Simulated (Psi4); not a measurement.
# CH4ClSi− (SMILES C[SiH-]Cl): a chain of runs

Wanted: a structure relaxation (wB97X-D/6-31G*), then vibrational wavenumbers of CH4ClSi−. 

The calculation is run with Psi4 1.11.

### 1 The structure to begin with

The species is CH4ClSi− (7 atoms), meant as a singlet with charge -1. As SMILES, `C[SiH-]Cl`. The coordinates come from a GFN2-xTB relaxation. The run starts from this shape.

Bond lengths: C1–Si2 1.920 Å, Si2–Cl3 2.294 Å, C1–H4 1.094 Å, C1–H5 1.094 Å, C1–H6 1.091 Å, Si2–H7 1.499 Å. Angles: C1–Si2–Cl3 98.6°, C1–Si2–H7 99.2°, Cl3–Si2–H7 93.5°, Si2–C1–H4 109.0°, Si2–C1–H5 114.4°, Si2–C1–H6 111.4°, H4–C1–H5 107.7°, H4–C1–H6 106.9°, H5–C1–H6 107.1°.

### 2 A structure relaxation at wB97X-D/6-31G(d) (density fitting, Cartesian functions) (run 1)

Input file job.in:

```
memory 1.6 GB

molecule {
  -1 1
  C
  Si 1 1.919757
  Cl 2 2.294409 1 98.60972
  H 1 1.094296 2 108.96667 3 168.26686
  H 1 1.093871 4 107.67552 2 124.65993
  H 1 1.091491 5 107.14152 4 -114.67605
  H 2 1.498939 1 99.15754 6 -169.08023
}

set geom_maxiter 60

optimize('wb97x-d/6-31G*')
```

The run is started by

```bash
$ psi4 job.in job.out -n 1
```

job.out:

```text
[...]
  Running in c1 symmetry.
[...]
  Nuclear repulsion =  130.656694296170684
[...]
  Multiplicity = 1
[...]
  Nalpha       = 21
  Nbeta        = 21
[...]
    Number of basis functions: 61
[...]
   @DF-RKS iter   1:  -790.05329921361408   -6.20025e-01   8.41608e-03 DIIS/ADIIS
[...]
   @DF-RKS iter   8:  -790.20916976537035   -1.13687e-12   3.15415e-09 DIIS
[...]
    Orbital Energies [Eh]
    ---------------------
    Doubly Occupied:
       1A   -101.474646     2A    -66.067739     3A    -10.099613
       4A     -9.345814     5A     -7.091063     6A     -7.086825
       7A     -7.086444     8A     -5.177055     9A     -3.524756
      10A     -3.520844    11A     -3.517262    12A     -0.675817
      13A     -0.602719    14A     -0.365688    15A     -0.308221
      16A     -0.305320    17A     -0.216815    18A     -0.209116
      19A     -0.185561    20A     -0.160581    21A     -0.065625
[...]
  @DF-RKS Final Energy:  -790.20916976537035
   => Energetics <=
    Nuclear Repulsion Energy =            130.8309288131618757
    One-Electron Energy =               -1360.0871121699606192
    Two-Electron Energy =                 479.6146316137871395
    DFT Exchange-Correlation Energy =     -40.5658709771831028
    Empirical Dispersion Energy =          -0.0017470451756886
    VV10 Nonlocal Energy =                  0.0000000000000000
    Total Energy =                       -790.2091697653703477
[...]
 Multipole Moments:
 ------------------------------------------------------------------------------------
     Multipole            Electronic (a.u.)      Nuclear  (a.u.)        Total (a.u.)
 ------------------------------------------------------------------------------------
 L = 1.  Multiply by 2.5417464519 to convert [e a0] to [Debye]
 Dipole X            :          1.2427051           -1.3552314           -0.1125263
 Dipole Y            :         -5.3804636            5.1029741           -0.2774895
 Dipole Z            :          5.1578811           -5.9393461           -0.7814650
 Magnitude           :                                                    0.8368693
[...]
  -Total Gradient:
     Atom            X                  Y                   Z
    ------   -----------------  -----------------  -----------------
       1        0.000078950104    -0.000048169778     0.000027843862
       2        0.000183024698    -0.000029425148     0.000113937873
       3        0.000144087616    -0.000022120305     0.000038902346
       4        0.000120567380     0.000032700057     0.000172931114
       5        0.000100555139     0.000053724884     0.000125837431
       6        0.000072117140     0.000019329019     0.000086876166
       7        0.000182363058    -0.000013982217     0.000156871538
[...]
    Final optimized geometry and variables:
    Molecular point group: c1
    Full point group: C1
    Geometry (in Angstrom), charge = -1, multiplicity = 1:
    C
    SI            1    1.953195
    CL            2    2.272852      1   96.438264
    H             1    1.101851      2  108.690002      3  167.688925
    H             1    1.096741      4  108.047643      2  123.875251
    H             1    1.098136      5  108.004917      4 -115.490317
    H             2    1.544218      1   94.929795      6 -169.604048
    Psi4 run time: 0:00:21.77
[...]
```

The script printed:

```text
Optimizer: Optimization complete!
```

It took 23 s on 1 thread of Intel Xeon Platinum 8488C (Sapphire Rapids), shared host; peak memory 0.52 GiB.

Step by step:

```csv
step,energy from the first frame kept (eV),largest force (eV/Å)
0,0.0000,1.1212
1,-0.0403,0.1838
2,-0.0430,0.0546
3,-0.0434,0.0265
4,-0.0434,0.0124
```

After the run. Bond lengths: C1–Si2 1.953 Å, Si2–Cl3 2.273 Å, C1–H4 1.102 Å, C1–H5 1.097 Å, C1–H6 1.098 Å, Si2–H7 1.544 Å. Angles: C1–Si2–Cl3 96.4°, C1–Si2–H7 94.9°, Cl3–Si2–H7 94.2°, Si2–C1–H4 108.7°, Si2–C1–H5 113.7°, Si2–C1–H6 111.0°, H4–C1–H5 108.0°, H4–C1–H6 107.1°, H5–C1–H6 108.0°.

### 3 The harmonic vibrations at wB97X-D/6-31G(d) (density fitting, Cartesian functions) (run 2)

Input file ch4clsi.sdf:

```

     RDKit          3D

  7  6  0  0  0  0  0  0  0  0999 V2000
   -0.5870    0.4450   -0.3229 C   0  0  0  0  0  0  0  0  0  0  0  0
    1.1910   -0.3634   -0.3124 Si  0  0  0  0  0  3  0  0  0  0  0  0
    0.5903   -2.2866    0.7395 Cl  0  0  0  0  0  0  0  0  0  0  0  0
   -0.4906    1.5065   -0.6022 H   0  0  0  0  0  0  0  0  0  0  0  0
   -1.1014    0.3935    0.6443 H   0  0  0  0  0  0  0  0  0  0  0  0
   -1.2311   -0.0289   -1.0756 H   0  0  0  0  0  0  0  0  0  0  0  0
    1.6479    0.3376    0.9855 H   0  0  0  0  0  0  0  0  0  0  0  0
  2  1  1  0
  3  2  1  0
  4  1  1  0
  5  1  1  0
  6  1  1  0
  7  2  1  0
M  CHG  1   2  -1
M  END
$$$$
```

Input file ch4clsi.py:

```python
import psi4
from rdkit import Chem

psi4.set_memory(1600000000)
psi4.set_num_threads(1)
psi4.core.set_output_file('ch4clsi.out', False)

rd = Chem.SDMolSupplier('ch4clsi.sdf', removeHs=False, sanitize=False)[0]
xyz = rd.GetConformer().GetPositions()
atoms = '\n'.join(f'{a.GetSymbol()} {x:.4f} {y:.4f} {z:.4f}' for a, (x, y, z) in zip(rd.GetAtoms(), xyz))
mol = psi4.geometry('-1 1\n' + atoms + '')

options = {'basis': '6-31G*', 'reference': 'rks', 't': 298.15, 'rotational_symmetry_number': 1}
psi4.set_options(options)

result, w = psi4.frequencies('wb97x-d', molecule=mol, return_wfn=True)
print(f'wb97x-d energy: {result:.10f} Eh')
print('wavenumbers / cm^-1:', w.frequencies().np.round(1))
for k in ('ZPVE', 'ENTHALPY', 'GIBBS FREE ENERGY'):
    print(f'{k}: {psi4.variable(k):.8f} Eh')
```

The run is started by

```bash
$ python ch4clsi.py
```

ch4clsi.out (excerpt; [...] marks lines left out):

```text
[...]
  Running in c1 symmetry.
[...]
  Nuclear repulsion =  130.829999201350347
[...]
  Multiplicity = 1
[...]
  Nalpha       = 21
  Nbeta        = 21
[...]
    Number of basis functions: 61
[...]
   @DF-RKS iter   1:  -790.05656444787792   -6.53054e-01   8.36704e-03 DIIS/ADIIS
[...]
   @DF-RKS iter  12:  -790.20916764603544   -3.06954e-12   3.86131e-09 DIIS
[...]
  @DF-RKS Final Energy:  -790.20916764603544
   => Energetics <=
    Nuclear Repulsion Energy =            130.8408005664816187
    One-Electron Energy =               -1360.1074759958457889
    Two-Electron Energy =                 479.6257051611227666
    DFT Exchange-Correlation Energy =     -40.5664507490246180
    Empirical Dispersion Energy =          -0.0017466287695206
    VV10 Nonlocal Energy =                  0.0000000000000000
    Total Energy =                       -790.2091676460354392
[...]
 Multipole Moments:
[...]
  -Total Gradient:
     Atom            X                  Y                   Z
    ------   -----------------  -----------------  -----------------
       1       -0.000366360903    -0.000356887123    -0.000594377877
       2        0.000169667416     0.000024405443     0.000238358660
       3       -0.000008751911    -0.000111927348    -0.000138970828
       4        0.000166955675    -0.000083373784    -0.000103964124
       5        0.000066479727    -0.000098544141    -0.000213144738
       6        0.000463622560     0.000247844369     0.000553993504
       7       -0.000004337360    -0.000306657613    -0.000517970800
[...]
  ==> Harmonic Vibrational Analysis <==
[...]
  Freq [cm^-1]                 177.4424            193.8869            355.4053
[...]
  IR activ [km/mol]             0.0276              1.0025             73.2349
[...]
  Freq [cm^-1]                 608.6187            624.1868            731.2881
[...]
  IR activ [km/mol]            21.4551             11.1217             24.6131
[...]
  Freq [cm^-1]                 782.9008            934.8495           1284.1438
[...]
  IR activ [km/mol]            62.4859             91.8093              5.2082
[...]
  Freq [cm^-1]                1497.1769           1513.6856           1947.7396
[...]
  IR activ [km/mol]             2.3737              2.9205             485.7110
[...]
  Freq [cm^-1]                3012.7896           3089.2759           3116.9703
[...]
  IR activ [km/mol]            55.2882             52.6890             45.1111
[...]
```

On the terminal:

```text
Warning: used thermodynamics relations inappropriate for low-frequency modes: ['177.4424' '193.8869' '355.4053' '608.6187' '624.1868']
wb97x-d energy: -790.2091696663 Eh
wavenumbers / cm^-1: [ 177.4  193.9  355.4  608.6  624.2  731.3  782.9  934.8 1284.1 1497.2
 1513.7 1947.7 3012.8 3089.3 3117. ]
ZPVE: 0.04526801 Eh
ENTHALPY: -790.15804607 Eh
GIBBS FREE ENERGY: -790.19192114 Eh
```

It took 3.1 min on 1 thread of Intel Xeon Platinum 8488C (Sapphire Rapids), shared host; peak memory 0.54 GiB.

### 4 Summary of results

```
                                                                        quantity             value
                                  run 1, wB97X-D/6-31G*: total energy at the end     -790.20917 Eh
                                              run 1, wB97X-D/6-31G*: HOMO energy          -1.79 eV
                                              run 1, wB97X-D/6-31G*: LUMO energy           7.10 eV
    run 1, wB97X-D/6-31G*: HOMO–LUMO gap (to an unbound level, set by the basis)           8.89 eV
                                        run 1, wB97X-D/6-31G*: dispersion energy      -4.59 kJ/mol
                               run 2, wB97X-D/6-31G*: lowest harmonic wavenumber          177 cm⁻¹
                              run 2, wB97X-D/6-31G*: highest harmonic wavenumber         3117 cm⁻¹
                                        run 2, wB97X-D/6-31G*: zero-point energy      118.9 kJ/mol
run 2, wB97X-D/6-31G*: ideal-gas entropy at 298.15 K (symmetry number 1 as used)  71.3 cal/(mol K)
```

In words: The optimisation (run 1, wB97X-D/6-31G*) took 5 steps and changed the energy by -0.043 eV. All 15 modes (run 2, wB97X-D/6-31G*) are real, so the shape is a minimum at this level.
